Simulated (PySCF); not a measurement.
A GIAO shielding run with PySCF 2.14.0 with density-fitted response routines (density fitting, non-relativistic, gas phase) on `O=[PH2]O`, H₃O₂P:

```
$ OMP_NUM_THREADS=1 python probes_run.py task.json out

{"job": {"kind": "nmr", "xc": "B97-D", "basis": "pcSseg-2", "pop": false}, "charge": 0, "multiplicity": 1}
O     -1.188902     1.344526    -0.333058
P     -0.406945     0.116604    -0.091697
O      1.178749     0.378001     0.108750
H     -0.764983    -0.642154     1.062162
H     -0.450926    -0.870549    -1.121199
H      1.702366    -0.418459     0.262601
```

Hardware: 1 thread of an Arm Neoverse V1, shared host.

Problem. How large is the calculation?

Solution. 34 electrons, 157 basis functions and 459 auxiliary functions.

Problem. How long does it take, and how much memory does it need?

Solution. 8.8 s of wall time, with 14 SCF cycles; peak memory 0.52 GiB. Times on a shared host scatter by some tens of per cent.

Problem. And these other runs on the same molecule and hardware: GIAO shielding at PBE/pcSseg-2; GIAO shielding at PBE0/pcSseg-1; GIAO shielding at B3LYP/pcSseg-2; GIAO shielding at BLYP/pcSseg-2; GIAO shielding at BP86/pcSseg-2; GIAO shielding at HF/pcSseg-2?

Solution. PBE/pcSseg-2: 157 functions, 9.1 s; PBE0/pcSseg-1: 73 functions, 3 s; B3LYP/pcSseg-2: 157 functions, 5.7 s; BLYP/pcSseg-2: 157 functions, 9 s; BP86/pcSseg-2: 157 functions, 9 s; HF/pcSseg-2: 157 functions, 2.8 s.
